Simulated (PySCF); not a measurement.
**Stretching AlF**

Set-up: PySCF, no relativity, basis sets Al def2-TZVPP, F def2-TZVPP. Energies in eV from Al + F in their ground configurations at the same level. State: ¹Σ⁺ (singlet), closed shell.

Curves on a restricted Hartree–Fock reference rise too fast on stretching and do not dissociate correctly.

| R (Å) | TPSSh | RHF-SCS-MP2 | RHF-CCSD(T) | B3LYP |
| --- | --- | --- | --- | --- |
| 1.435 | -5.658 | -5.883 |  | -5.796 |
| 1.502 | -6.272 | -6.506 | -6.351 | -6.409 |
| 1.569 | -6.607 | -6.843 | -6.682 | -6.743 |
| 1.619 | -6.726 | -6.961 | -6.796 | -6.861 |
| 1.669 | -6.763 | -6.995 | -6.826 | -6.898 |
| 1.719 | -6.738 | -6.964 | -6.791 | -6.872 |
| 1.786 | -6.632 | -6.851 | -6.673 | -6.767 |
| 1.869 | -6.424 | -6.629 | -6.445 | -6.560 |
| 1.969 | -6.106 | -6.294 | -6.104 | -6.245 |
| 2.103 | -5.631 | -5.794 |  | -5.776 |

Question: Put a parabola through the three lowest points of the TPSSh curve and estimate Re, k and ωe (reduced mass 11.15 u; 1 eV/Å² = 0.16022 mdyn/Å; ωe = 1302.8·√(k/μ) cm⁻¹).

Answer: Through R = 1.619, 1.669, 1.719 Å the second-order coefficient is 12.4 eV/Å², so Re ≈ 1.674 Å, k ≈ 3.97 mdyn/Å and ωe ≈ 778 cm⁻¹. A polynomial fit of higher order to the unrounded TPSSh energies gives Re = 1.671 Å, k = 3.92 mdyn/Å, ωe = 773 cm⁻¹; anharmonicity and rounding make the difference.

The higher-order fit for each curve: TPSSh: Re = 1.671 Å, ωe = 773 cm⁻¹, De = 6.76 eV; RHF-SCS-MP2: Re = 1.668 Å, ωe = 790 cm⁻¹, De = 6.99 eV; RHF-CCSD(T): Re = 1.665 Å, ωe = 797 cm⁻¹, De = 6.83 eV; B3LYP: Re = 1.671 Å, ωe = 771 cm⁻¹, De = 6.90 eV.

Correlated steps freeze 6 core orbitals. Where the molecule has an RHF reference, its open-shell atoms are computed with UHF.
